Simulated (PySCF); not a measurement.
C₃H₅FS.
SMILES with atom numbers: `[F:1][CH:2]1[CH2:3][S:4][CH2:5]1` (hydrogens: H6 on C2; H7, H8 on C3; H9, H10 on C5)

Structure used (PBE0-D3(BJ)/def2-SVP), in Å, numbered top down from 1:
```xyz
10
C3H5FS angstrom
F      0.1684    1.1138   -1.3962
C     -0.0930    0.6567   -0.1350
C      1.1140    0.1310    0.6301
S      0.0303   -1.1122    1.4431
C     -0.9089   -0.6273   -0.0617
H     -0.5894    1.4613    0.4334
H      1.6348    0.8262    1.3025
H      1.8337   -0.3552   -0.0472
H     -0.6764   -1.2961   -0.9053
H     -1.9966   -0.5347    0.0616
```

Method: core-valence-separated Tamm–Dancoff BHandHLYP/aug-pcX-1 (pcseg-1 on H, def2-SVPD on S) in PySCF, non-relativistic, gas phase, PBE0-D3(BJ)/def2-SVP geometry. Absolute energies from this functional tend to lie a few eV below measured edges; no shift was applied.

(1) Give energies, oscillator strengths and core holes at the F K edge.

(2) What does the C 1s absorption edge look like?

Answers

(1) 
```tsv
E (eV)	f	core hole on	main final orbital
685.82	0.0211	F1	LUMO+1 (30 %)
686.62	0.0051	F1	LUMO (88 %)
686.69	0.0154	F1	LUMO+1 (50 %)
687.31	0.0006	F1	LUMO+3 (81 %)
687.79	0.0063	F1	LUMO+2 (73 %)
688.21	0.0033	F1	LUMO+4/LUMO+6 (2 roots, f summed)
```

The first line with a tenth or more of the strongest one's intensity is at 685.82 eV (f = 0.021), with the hole on F1 (alkyl fluorine). It is also the strongest listed.

(2) 
```
E (eV)       f  core hole on          main final orbital
284.78  0.1045         C3/C5    LUMO (2 roots, f summed)
286.67  0.0311         C3/C5  LUMO+2 (2 roots, f summed)
286.93  0.0207         C3/C5  LUMO+1 (2 roots, f summed)
286.98  0.0461         C3/C5  LUMO+3 (2 roots, f summed)
287.41  0.0523            C2               LUMO+1 (43 %)
288.17  0.0152            C2                 LUMO (77 %)
288.24  0.0079         C3/C5  spread (2 roots, f summed)
288.35  0.0316            C2               LUMO+3 (34 %)
288.62  0.0089         C3/C5  spread (2 roots, f summed)
```

The first line with a tenth or more of the strongest one's intensity is at 284.78 eV (f = 0.105, sum of 2), with the hole on C3/C5 (sp3 carbon bound to sulfur). It is also the strongest listed.

Roots within 0.03 eV whose holes lie on the same, on equivalent or on shared atoms are summed into one line, and the highest roots are left out, as the search may have cut off their partners. Final orbitals are the ground state's empty Kohn–Sham orbitals.

Problem. What is the summed oscillator strength of the listed F K lines, and their intensity-weighted mean energy?

Solution. Σf = 0.052 over 6 lines from 685.82 to 688.21 eV; the weighted mean is 686.57 eV. The strongest line holds 41 % of the sum.

The ionisation thresholds weren't computed; near and above them a finite basis only mimics Rydberg series and continuum.

One conformer stands for the species.
